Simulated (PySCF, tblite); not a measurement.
Isomers of C3H7OP. Calculated harmonic vibrations of the isolated species, GFN2-xTB (tblite), most abundant isotopes, no scaling. Errors from tens to a few hundred cm⁻¹ against measured bands are possible. Modes of hydrogen on phosphorus can be 10 to 20 % off. One conformer each.

Electronic energies: PBE0/pcSseg-1 single points on the GFN2-xTB geometries (PySCF, gas phase).

| SMILES | electronic energy, lowest = 0 (kcal/mol) |
| --- | --- |
| CP1(=O)CC1 | 7.7 |
| O=[PH]1CCC1 | 0.0 |
| C=CPCO | 28.8 |
| C[C@@H]1C[P@@H]1=O | 16.8 |

Problem. How do GFN2-xTB zero-point energies change the relative energies?

Solution. 
```
            SMILES  ZPE (kcal/mol)  of it from modes above 1550 cm⁻¹  electronic (kcal/mol)  with ZPE, lowest = 0 (kcal/mol)  lowest mode (cm⁻¹)  rings
       O=[PH]1CCC1            59.6                              29.0                    0.0                              0.0                 141      1
        CP1(=O)CC1            58.8                              30.5                    7.7                              6.9                 146      1
C[C@@H]1C[P@@H]1=O            58.7                              29.4                   16.8                             15.9                 160      1
            C=CPCO            57.1                              32.2                   28.8                             26.4                  65      0
```

The zero-point energies span 2.5 kcal/mol, from `C=CPCO` to `O=[PH]1CCC1`. The order is unchanged.

Problem. And how do the electronic energies of GFN2-xTB itself compare?

Solution. `O=[PH]1CCC1` 0.0; `CP1(=O)CC1` 22.0; `C[C@@H]1C[P@@H]1=O` 21.9; `C=CPCO` 55.6 kcal/mol, lowest = 0. Against the energies above, taken from the same isomer `O=[PH]1CCC1`, the largest difference is 26.8 kcal/mol.

Problem. What do entropy and thermal enthalpy add at 298.15 K and 1 bar (rigid rotor, harmonic oscillator, one conformer each)?

Solution. 
```tsv
SMILES	point group	symmetry number	S (cal/(mol K))	H − H(0) (kcal/mol)	ZPE + H − H(0) − TS (kcal/mol)
O=[PH]1CCC1	Cs	1	73.7	3.97	41.6
CP1(=O)CC1	Cs	1	77.4	4.56	40.3
C[C@@H]1C[P@@H]1=O	C1	1	76.3	4.38	40.4
C=CPCO	C1	1	82.6	4.99	37.5
```
